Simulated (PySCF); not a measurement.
C₄H₄O₂.
Numbering: `[O:1]=[CH:2][O:3][CH:4]1[CH:5]=[CH:6]1` (hydrogens: H7 on C2; H8 on C4; H9 on C5; H10 on C6)

Computed with PySCF 2.14.0, PBE0-D3(BJ)/def2-SVP geometry optimisation, gas phase.

What internal coordinates does the optimisation give?

| bond | length (bohr) |
| --- | --- |
| O1=C2 | 2.264 |
| C2–O3 | 2.512 |
| O3–C4 | 2.706 |
| C4–C5, C4–C6 | 2.781 |
| C5=C6 | 2.465 |
| C2–H7 | 2.100 |
| C4–H8 | 2.070 |
| C5–H9, C6–H10 | 2.055 |

Bonds in one row agree within 0.02 bohr and their mean is given. A selection of angles:
| angle | degrees |
| --- | --- |
| O1–C2–O3 | 126.7 |
| O1–C2–H7 | 124.5 |
| O3–C2–H7 | 108.8 |
| C2–O3–C4 | 118.3 |
| O3–C4–C5 | 116.4 |
| O3–C4–H8 | 110.7 |
| C5–C4–C6 | 52.6 |
| C5–C4–H8 | 124.9 |
| C4–C5–C6 | 63.7 |
| C4–C5–H9 | 146.1 |
| C6–C5–H9 | 150.1 |

Dihedral angles: O1–C2–O3–C4 0° (synperiplanar); C2–O3–C4–C5 151° (antiperiplanar); O3–C4–C5–C6 104° (anticlinal); O3–C4–C6–C5 -104° (anticlinal).

The 3 C–C bonds span 1.305 Å (C5=C6, drawn double) to 1.472 Å (C4–C6, drawn single), a spread of 0.167 Å. O3 (ester single-bonded oxygen) is bent (angle 118.3°). The 3 C–O bonds span 1.198 Å (O1=C2, drawn double) to 1.432 Å (O3–C4, drawn single), a spread of 0.234 Å. Of the pairs four or more bonds apart, O1···H8 is among the closest relative to their van der Waals radii: 2.30 Å, 85 % of the sum of Bondi's values. The 3-membered ring C4–C5–C6 has internal angles of 52.6° to 63.7°.

Point group: Cs (tolerance 0.08 Å). No PBE0-D3(BJ)/def2-SVP frequencies stand behind this structure, so it isn't proved a minimum. One conformer, not necessarily the lowest.
